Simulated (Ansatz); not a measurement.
A made-up structure of SiNH₃S, closed shell:

```xyz
6
angstrom
N -0.6879 0.4043 -0.6469
Si 0.5733 -0.2979 0.5573
S 1.3699 -2.3177 0.5854
H -1.0586 1.4682 -0.6023
H -1.1414 -0.2055 -1.4804
H 0.9447 0.9486 1.5869
```

It is relaxed with PBE-D4/def2-SVP and then PBE0-D4/def2-TZVP (Ansatz 0.2.0). Atoms count as bonded within 1.22 times the sum of their covalent radii (H–H: 0.88 Å). The end point is not checked to be a true minimum.

(1) Does its bonding change? (A judgement: the text doesn't fix the answer.)

## Answers

(1) By the calculation: No: no bond forms or breaks.

Where it ends: The first stage lowers the energy by 1.37 eV in 6 steps. It ends as SiNH₃S ([NH2][SiH][S]):
N1  (-0.614, 0.361, -0.578)
Si2  (0.512, -0.266, 0.498)
S3  (1.223, -2.069, 0.523)
H4  (-0.945, 1.311, -0.538)
H5  (-1.019, -0.184, -1.322)
H6  (0.843, 0.847, 1.417)
(Å)

Labels in which every atom is bracketed show which atoms are joined, not bond orders.

For scale, one of the runs: PBE0-D4/def2-TZVP relaxation, 123 basis functions, launched by `ansatz run in.yaml --threads 2 --pin off --events-out ev --progress --plain --max-ram 4352MiB`. Hardware: 2 CPU threads of an Arm Neoverse V2, shared host. Wall time about 12 s.
